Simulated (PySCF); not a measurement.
Dipole moment and polarisability across levels of theory

Species: monofluorosilane, FH₃Si.
Numbering: `[F:1][SiH3:2]` (hydrogens: H3, H4, H5 on Si2)

PySCF, dipoles from the SCF density, polarisabilities from static response with core orbitals frozen. Geometry: PBE0-D3(BJ)/def2-SVP; no solvent, vibrations or thermal averaging.

Reference dipole: 1.297 D (measured, gas; NIST CCCBDB Release 22 (SRD 101), experimental dipoles). Reference dipole: 1.312 D (computed, CCSD(T)/CBS, all electrons, equilibrium geometry, gas; Hait, Head-Gordon, J. Chem. Theory Comput. 14 (2018) 1969). Reference polarisability: 4.114 Å³ (computed, CCSD(T)/CBS, static electronic, isotropic average, equilibrium geometry, gas; Hait, Head-Gordon, Phys. Chem. Chem. Phys. 20 (2018) 19800). Errors are taken against the first value of each kind. The anisotropy is √(½[(α1 − α2)² + (α2 − α3)² + (α3 − α1)²]).

| level | μ (D) | error (%) | α (Å³) | error (%) | anisotropy (Å³) |
| --- | --- | --- | --- | --- | --- |
| LDA/def2-SVPD | 1.446 | +11.5 | 4.54 | +10.3 | 0.33 |
| PBE/def2-SVPD | 1.377 | +6.2 | 4.43 | +7.7 | 0.28 |
| B3LYP/def2-SVPD | 1.474 | +13.7 | 4.27 | +3.8 | 0.32 |
| PBE0/def2-SVPD | 1.478 | +14.0 | 4.25 | +3.2 | 0.30 |
| BHandHLYP/def2-SVPD | 1.574 | +21.4 | 4.09 | -0.6 | 0.34 |
| CAM-B3LYP/def2-SVPD | 1.521 | +17.3 | 4.24 | +3.0 | 0.31 |
| wB97X-D/def2-SVPD | 1.501 | +15.8 | 4.23 | +2.8 | 0.29 |
| LC-wPBE/def2-SVPD | 1.502 | +15.8 | 4.18 | +1.7 | 0.26 |
| HF/def2-SVPD | 1.629 | +25.6 | 3.89 | -5.5 | 0.36 |
| PBE0/6-31G* | 1.388 | +7.0 | 3.05 | -25.9 | 0.48 |

For the dipole, the smallest error is 6.2% (PBE/def2-SVPD) and the largest 25.6% (HF/def2-SVPD). For the polarisability, the smallest error is 0.6% (BHandHLYP/def2-SVPD) and the largest 25.9% (PBE0/6-31G*). The dipole runs from 1.38 D (PBE/def2-SVPD) to 1.63 D (HF/def2-SVPD). In one basis (def2-SVPD) the functionals order the polarisability from HF (lowest) to LDA (highest), a spread of 17%. With PBE0 the polarisability is 3.05 Å³ without diffuse functions (6-31G*) and 4.25 Å³ with them (def2-SVPD). Measured values can belong to vibrating molecules; the computed ones are for one fixed geometry.
